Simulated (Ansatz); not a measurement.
**BNH₃ (quartet): the correlation ladder at distance B1–H4 along a hydrogen transfer = 1.239 Å, cc-pVTZ**

An exercise on one series of results from a longer session: the logs are not shown, and one member is left open.

The runs use Ansatz 0.2.0, Gaussian basis; cc-pVTZ, core rule «outside noble gas», up to 2 orbitals frozen.

Plan: UHF; CCSD(T) on ROHF; CCSD(T) on UHF; BCCD(T) on ROHF; CCSDT(Q) on ROHF; CCSDT(Q) on UHF; CASSCF and NEVPT2, 5 electrons in 5 orbitals.

5 further runs of the same task are left out: 5 for a known fault of the program.

## What is computed

The geometry derives from fragments relaxed apart (PBE0/def2-TZVP) and kept rigid, so it is no stationary point. A hydrogen atom is moved between rigid fragments.

5 atoms, charge 0, spin multiplicity 4.

Atoms are counted from 1 here; the program's logs count them from 0.

Bond lengths: B1–H2 1.193 Å, B1–H3 1.193 Å, B1–H4 1.239 Å, H4–N5 1.314 Å. Angles: H2–B1–H3 120.0°, H2–B1–H4 120.0°, H3–B1–H4 120.0°, B1–H4–N5 180.0°.

The first run:

Contents of in.yaml:

```yaml
crystal:
  periodic: [false, false, false]
  atoms:
    - {symbol: B, position_ang: [-1.286029, 0.000000, 0.000000]}
    - {symbol: H, position_ang: [-1.882762, 1.033571, 0.000000]}
    - {symbol: H, position_ang: [-1.882762, -1.033571, 0.000000]}
    - {symbol: H, position_ang: [-0.047029, 0.000000, 0.000000]}
    - {symbol: N, position_ang: [1.266971, 0.000000, 0.000000]}
basis:
  gaussian: {orbitals: cc-pVTZ}
magnetization: {spin_polarized: true, initial_magnetization: 3}
hamiltonian: {xc: hf}
output: {orbitals: {seedname: orbitals}}
```

Run with:

```bash
$ ansatz run in.yaml --threads 1 --pin off --events-out ev --progress --plain --max-ram 2816MiB --backend cpu
```

Among the steps run: UHF; CCSD(T) on ROHF; CCSD(T) on UHF; BCCD(T) on ROHF; CCSDT(Q) on ROHF; CCSDT(Q) on UHF; CASSCF and NEVPT2, 5 electrons in 5 orbitals.

One table of the session follows, with a row left open; its other results are not shown here.

| method | from UCCSDT(Q) (kcal/mol) |
| --- | --- |
| ROHF | +176.74 |
| UHF | +171.50 |
| RMP2 | ? |
| UMP2 | +29.18 |
| RCCSD | +5.33 |
| UCCSD | +5.17 |
| RCCSD(T) | +0.84 |
| UCCSD(T) | +0.79 |
| BCCD(T) | +0.83 |
| RCCSDT | +0.20 |
| UCCSDT | +0.13 |
| RCCSDT(Q) | +0.07 |
| UCCSDT(Q) | 0 |
| CASSCF pair | +164.94 |
| NEVPT2 pair | +29.79 |

**Question.** Estimate the row for RMP2.

As computed: from UCCSDT(Q) (kcal/mol): +29.42. In the column «from UCCSDT(Q) (kcal/mol)» it lies between UMP2 (+29.18) and NEVPT2 pair (+29.79).

To keep in mind: Restricted and unrestricted rows rest on different reference determinants; where their highest levels disagree by more than a few hundredths of an eV, they describe different states and don't form one ladder.
